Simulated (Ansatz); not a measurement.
System: C2H (charge 0, doublet). It need not be the lowest isomer of its formula. 
Coordinates optimised at B3LYP-D3(BJ)/def2-TZVP (Ansatz, an electronic-structure program):
```
C
C 1 1.2000
H 1 1.0642 2 180.00
```
Charge 0, spin multiplicity 2.

Basis-set convergence of Hartree-Fock and MP2 correlation energies (hartree) with Ansatz. Valence correlation only, unless marked. UHF or UKS for open shells. No spin-orbit coupling. No relativistic terms.

The UHF reference is spin-contaminated (<S^2> 0.36 over the pure value in the largest basis). The T1 diagnostic of CCSD in the largest basis is 0.062, which is high, so the coupled-cluster rows are less sure than usual.

```tsv
basis	functions	E(HF)	E(corr, MP2)
def2-SVP	33	-76.09254	-0.19552
def2-TZVPP	76	-76.18005	-0.24117
def2-QZVPP	144	-76.18314	-0.25819
```

Extrapolating the two largest sets (X = 3 and 4) as X^-3: E(corr) = (64·(-0.25819) - 27·(-0.24117))/37 = -0.2706 Eh, an estimate of the basis-set limit. The largest set recovers 95.4 % of it, the smallest 72.3 %.
